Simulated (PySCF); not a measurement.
**hydrazine: calculation against experiment**

**Measured values to compare with.**

From Ozaki, Lee, Phys. Rev. Lett. 2017, 118, 026401 (arXiv:1607.05544), for the gas: N 1s binding energy of N1/N2 406.1 eV.

The runs below try to reproduce these values; the comparison stands at the end.

Species: hydrazine, N2H4.
Atom-mapped SMILES: `[NH2:1][NH2:2]` (hydrogens: H3, H4 on N1; H5, H6 on N2)

Structure used (PBE0-D3(BJ)/def2-SVP), in Å, numbered top down from 1:
```xyz
6
N2H4 angstrom
N     -0.5697   -0.4041    0.2217
N      0.6686    0.2535    0.1720
H     -1.2055    0.1326    0.8069
H     -1.0122   -0.5060   -0.6933
H      1.4035   -0.4363    0.0375
H      0.7398    0.9298   -0.5896
```

The PySCF runs (gas phase, on this PBE0-D3(BJ)/def2-SVP geometry; non-relativistic but for the core-level run):

```json
{"level": "delta-SCF UKS SCAN, pcX-2 on the ionised atom, pcseg-1 elsewhere, spin-free X2C", "job": "ΔSCF core ionisation, 1 hole", "basis functions": "79", "wall time": "1.5 s"}
```

Hardware: one thread, Arm Neoverse V1 (aarch64), on a shared host.

**Comparison with experiment**

**Core binding energies.** Delta-SCF UKS SCAN, pcX-2 on the ionised atom, pcseg-1 elsewhere, spin-free X2C (PySCF 2.14.0).

```json
{"level and atom": "N 1s, N1/N2", "computed (eV)": "405.94", "measured (eV)": "406.1", "computed − measured (eV)": "-0.16"}
```

Sources, in the order of the opening: Ozaki, Lee, Phys. Rev. Lett. 2017, 118, 026401 (arXiv:1607.05544). The computed values are vertical, without vibrational structure; measured positions hang on the energy calibration. The first atom of each set that the bonding makes equivalent was ionised and stands for the set.

No measured geometry was used, and the causes of the misses weren't examined.
